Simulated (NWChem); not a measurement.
# methyl formate (C2H4O2); SMILES COC=O

Program: NWChem. Coordinates come from a PBE0/def2-SVP optimisation. Gas-phase geometry, NWChem's default radii. One conformer.

COSMO at B3LYP/def2-SVP gives an electrostatic solvation energy of -2.38 kcal/mol for ε = 2.0. Its surface charges are scaled by f = (ε − 1)/ε.

### Question
Estimate the value for ε = 78.4 from the scaling alone and compare it with a run.

### Answer

1. f = 0.5000 and 0.9872; their ratio is 1.974.
2. With a rigid solute density the energy is proportional to f: -2.38 × 1.974 = -4.70 kcal/mol.
3. The run gives -5.02 kcal/mol, 0.32 lower; the difference is the response of the solute's density to the stronger field.
